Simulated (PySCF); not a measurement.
Compound: C₃H₄S.
SMILES: `CC=C=S`

Computed, not measured: MP2 and CCSD/aug-cc-pVDZ in PySCF, restricted Hartree–Fock reference, frozen core, non-relativistic, gas phase, PBE0-D3(BJ)/def2-SVP geometry.

E(HF) = -513.42683 Eh.

**Question.** How large is the problem?

**Answer.** 132 basis functions and 38 electrons; 8 orbitals frozen, which leaves o = 11 correlated occupied and v = 113 virtual orbitals. That is o·v = 1243 singles and o·v(o·v + 1)/2 = 773146 distinct closed-shell doubles amplitudes before symmetry; the costliest CCSD step grows as o²v⁴ = 2.0 × 10^10.

**Question.** What are the MP2 and CCSD correlation energies?

**Answer.** MP2 -0.5534 Eh and CCSD -0.5906 Eh, which gives totals of -513.98025 and -514.01748 Eh. That is 0.731 eV for each correlated electron at CCSD (1551 kJ/mol in all, 0.115 % of the total energy); MP2 gives 93.7 % of the CCSD value.

**Question.** What is the T1 diagnostic?

**Answer.** 0.0163, below the customary warning level of 0.02. It is the norm of the spatial-orbital singles amplitudes over the root of the number of correlated electrons, so the norm is 0.076.

**Question.** How does correlation change the dipole moment?

**Answer.** HF gives 2.26 D and CCSD (unrelaxed density) 1.55 D, a change of -0.71 D.

Connected triples and the basis-set limit are missing.
